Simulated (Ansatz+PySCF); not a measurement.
# singlet NH4(+): levels of theory in one basis

```yaml
atoms:
  - { symbol: N, position_ang: [0.0000, 0.0000, 0.0000] }
  - { symbol: H, position_ang: [0.6420, 0.6420, 0.6420] }
  - { symbol: H, position_ang: [0.6420, -0.6420, -0.6420] }
  - { symbol: H, position_ang: [-0.6420, 0.6420, -0.6420] }
  - { symbol: H, position_ang: [-0.6420, -0.6420, 0.6420] }
```

Basis set: def2-SVP (spherical functions). Frozen core: 1 orbital. Charge 1, multiplicity 1.

Computed with Ansatz (development build ahead of 0.2.0); each method stands on the lowest determinant of its kind that the runs found. NEVPT2 correlates all electrons. Active spaces start from the frontier orbitals, and the lowest solution found is given.

```csv
method,E − E(RHF) (eV),<S²> of the determinant
RHF,0.00,0.00
RHF-CCSD,-5.79,–
RHF-CCSD(T),-5.90,–
"CASSCF(8,8)",-3.16,–
"SC-NEVPT2(8,8)",-5.41,–
```

Task: What does RHF-MP2 give on the same scale?

Result: -5.29 eV.

Task: Is a single determinant a sound starting point here?

Result: By this sign, yes. Unrestricted orbitals gain 0.00 eV and <S²> is 0.00 against 0.00 for a pure state. The CASSCF(8,8) natural occupations are 1.98, 1.97, 1.97, 1.97, 0.03, 0.03, 0.03, 0.02.
